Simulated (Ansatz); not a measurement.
**Rock-salt ZrC**

Level of theory: PBE in Ansatz (plane waves, PAW).

Numerical settings: plane-wave cutoff 520 eV, 16×16×16 k mesh, Fermi–Dirac smearing 0.1 eV, perturbation theory, scalar-relativistic PAW data made under PBE.

Cell (relaxed at this level):

```xyz
2
Lattice="0.0000 2.3544 2.3544 2.3544 0.0000 2.3544 2.3544 2.3544 0.0000" Properties=species:S:1:pos:R:3 pbc="T T T"
Zr     0.0000     0.0000     0.0000
C      2.3544     2.3544     2.3544
```

```yaml
zone-centre TO phonon frequency: 420 cm⁻¹
```

Cost on a shared machine: roughly 14 core-minutes.

Ansatz is a quantum-chemistry and plane-wave program.
